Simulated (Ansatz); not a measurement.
A-type hexagonal La₂O₃, treated with r²SCAN+rVV10 (plane waves, PAW; Ansatz, a quantum-chemistry and plane-wave program).

Settings: plane-wave cutoff 560 eV, 12×12×6 k mesh (along the axes of the cell as run), Fermi–Dirac smearing 0.01 eV, scalar-relativistic PAW data made under PBE.

Cell (relaxed at this level):

```
CELL_PARAMETERS angstrom
      1.96417    -3.40204     0.00000
      1.96417     3.40204     0.00000
      0.00000     0.00000     6.07542
ATOMIC_POSITIONS crystal
  La 0.33333 0.66667 0.24510
  La 0.66667 0.33333 0.75490
  O  0.00000 0.00000 0.00000
  O  0.33333 0.66667 0.64669
  O  0.66667 0.33333 0.35331
```

Estimate the direct gap at Γ, pressure derivative B′ of the bulk modulus, band gap, smallest direct gap on the k points sampled and bulk modulus B0 that the calculation returns.


direct gap at Γ: 4.88 eV
pressure derivative B′ of the bulk modulus: 3.5
band gap: 4.17 eV
smallest direct gap on the k points sampled: 4.29 eV
bulk modulus B0: 119 GPa

Measured, for comparison: bulk modulus 113 GPa (300 K, no zero-point or thermal correction; as tabulated in Santana et al. (2016), arXiv:1608.06321). Computed (rounded) less measured: bulk modulus +5 %. A static lattice is as a rule a little smaller and stiffer than an uncorrected measurement, which narrows the difference in the bulk modulus and would widen misses of the other sign.

Note: the bulk modulus comes from volumes at which shape and atoms were relaxed.

Spin–orbit coupling is not included.

Static lattice: no zero-point or thermal effects.

Cost on a shared machine: around 10 core-minutes (rough).
